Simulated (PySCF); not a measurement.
CS. Atoms are numbered in the order given.

```xyz
2

C      0.0000     0.0000    -1.1122
S      0.0000     0.0000     0.4171
```
Charge 0, spin multiplicity 1.

Coordinates come from a PBE0-D3(BJ)/def2-TZVPD optimisation.

Method: PBE0/def2-TZVPD run with PySCF.

Mulliken values depend strongly on the basis, most of all with diffuse functions as here. ESP charges are fitted to the potential on shells at 1.4 to 2.0 van der Waals radii. Atomic charges (e):

| atom | IAO | Mulliken | ESP fit |
|---|---|---|---|
| C1 | -0.27 | 0.07 | -0.26 |
| S2 | 0.27 | -0.07 | 0.26 |
